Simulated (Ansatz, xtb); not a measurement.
# Two isomers of C4H7NS

Structure I is `C=C/C(N)=C/S`, a singlet and structure II is `C=C/C=C(/N)S`, a singlet. Both are isolated molecules in the gas phase, relaxed with PBE-D3(BJ)/def2-SVP; the shapes shown needn't be the lowest conformers.

I (Å):

```
atom    x (Å)    y (Å)    z (Å)
   C   1.9454   2.4015   0.3470
   C   1.3247   1.3409   0.9085
   C  -0.1173   1.0713   0.8636
   C  -0.5843  -0.1472   1.2982
   N  -0.9517   2.0276   0.3152
   S  -2.3088  -0.5525   1.3059
   H   1.3997   3.1519  -0.2475
   H   3.0322   2.5415   0.4418
   H   1.9182   0.5899   1.4551
   H  -1.9424   1.8601   0.5324
   H  -0.6604   2.9966   0.4626
   H   0.1183  -0.9084   1.6661
   H  -2.5216  -0.5681  -0.0493
```

II (Å):

```xyz
13

C     0.9646   -0.5547   -2.9145
C     0.0127   -0.8709   -2.0011
C     0.1929   -0.8429   -0.5676
C    -0.7286   -1.2218    0.3751
N    -0.6060   -0.9799    1.7372
S    -2.2231   -2.0813   -0.0854
H     0.7536   -0.5839   -3.9935
H     1.9812   -0.2578   -2.6075
H    -0.9902   -1.1711   -2.3548
H     1.1613   -0.4693   -0.1877
H     0.2907   -0.5751    2.0217
H    -0.9032   -1.7510    2.3423
H    -3.0364   -1.3730    0.7540
```

Energies in hartree; the thermal terms are from GFN2-xTB frequencies at re-optimised GFN2-xTB minima (ideal gas, soft modes damped towards free rotors, one conformer each, 298.15 K, 1 atm) and include the zero-point energy:

|  | I | II |
| --- | --- | --- |
| E, CCSD(T)/def2-SVP | −608.130990 | −608.129924 |
| E, MP2/def2-SVP | −608.038455 | −608.037960 |
| E, MP2/def2-TZVPP | −608.614396 | −608.612380 |
| zero-point energy | 0.098203 | 0.097992 |
| H(298 K) − E | 0.106822 | 0.106640 |
| G(298 K) − E | 0.066477 | 0.066310 |

Q: Correct the CCSD(T) difference for the basis set by the MP2 change, then work out ΔE, ΔE₀, ΔH and ΔG for I → II in kcal/mol (1 Eh = 627.51 kcal/mol) and the equilibrium ratio [II]/[I].

A: 1. Differences II − I: CCSD(T) +0.001066, MP2 in the small set +0.000495, MP2 in the large set +0.002016 Eh.
2. ΔE = +0.001066 + (+0.002016 − (+0.000495)) = +0.002587 Eh = +1.62 kcal/mol.
3. ΔE₀ = ΔE + ΔZPE = +0.002587 + (−0.000211) Eh = +1.49 kcal/mol.
4. ΔH = ΔE + (−0.000182) Eh = +1.51 kcal/mol.
5. ΔG = ΔE + (−0.000167) Eh = +1.52 kcal/mol, so ΔS = (ΔH − ΔG)/T = −0.1 J/(mol K).
6. kT = 0.9442 mEh, so K = [II]/[I] = exp(−ΔG/kT) = exp(−2.56) ≈ 0.077.

The sums favour I, but ΔE leans on the basis-set step (CCSD(T) alone has the other sign or is under 1 kcal/mol), so the order isn't settled. An error of 1 kcal/mol in ΔG would change K by a factor of 5.4. Mirror images and further conformers aren't counted.

As drawn, both hold the same kinds of bond in the same numbers.

Other levels gave ΔE = +0.2 (PBE-D3(BJ)/def2-SVP); +1.6 (HF/def2-SVP); +0.3 (MP2/def2-SVP); +0.7 (CCSD(T)/def2-SVP) kcal/mol. The correlated steps freeze 10 core orbitals. Programs: Ansatz 0.2.0, xtb 6.7.1.
